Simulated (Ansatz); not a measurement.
`NBS` + HCl → `NBCl` + H₂S at 600 K and 1 bar (ligand exchange at a B–S bond).

Program: Ansatz. Geometries: PBE0-D4/def2-TZVP. ΔE: electronic, gas phase. CCSD(T)/CBS is the MP2 limit (def2-TZVPP, def2-QZVPP) plus CCSD(T) − MP2 in def2-TZVPP, frozen cores. This one scheme is used for every species. Each species was taken in one conformer, which may not be the lowest.

| species | CCSD(T)/CBS energy (Eh) | H − E (kJ/mol) | S (J/(mol·K)) |
| --- | --- | --- | --- |
| `NBS` | -479.74963 | 171.0 | 335.6 |
| HCl | -460.38127 | 35.4 | 207.2 |
| `NBCl` | -541.16722 | 143.2 | 318.2 |
| H₂S | -398.97279 | 60.8 | 230.9 |

H − E and S are ideal-gas, rigid-rotor, harmonic terms from PBE0-D4/def2-TZVP, for one conformer and one mirror image of each species. 1 Eh = 2625.50 kJ/mol, R = 8.31446 J/(mol·K).

Q: By hand: ΔE, ΔH, ΔS and ΔG.

A: ΔE = (-541.16722) + (-398.97279) − (-479.74963) − (-460.38127) = -0.00911 Eh = -23.9 kJ/mol. Δ(H − E) = 143.2 + 60.8 − 171.0 − 35.4 = -2.4, so ΔH = -26.3 kJ/mol. ΔS = 318.2 + 230.9 − 335.6 − 207.2 = 6.3 J/(mol·K). ΔG = -26.3 − 600 × (6.3)/1000 = -30.1 kJ/mol.

Q: By hand: the equilibrium constant, and the temperature at which ΔG would vanish if ΔH and ΔS stayed fixed.

A: log₁₀ K = −ΔG/(RT ln 10) = 2.6. ΔH and −TΔS have one sign here, so there is no such temperature.

The number of gas molecules stays the same, so ΔS is small and ΔH decides. A doubt of 5 kJ/mol in ΔE shifts log₁₀ K by 0.4 here. Other conformers and mirror images would add mixing entropy, several J/(mol·K) or more a flexible species. These are equilibria of isolated gas molecules and say nothing of rates. Largest T1 diagnostic: 0.012 (customary marks: 0.02 for closed shells, 0.045 for open ones).

ΔS is within the doubt of such terms, so its sign, and with it that verdict, could turn.
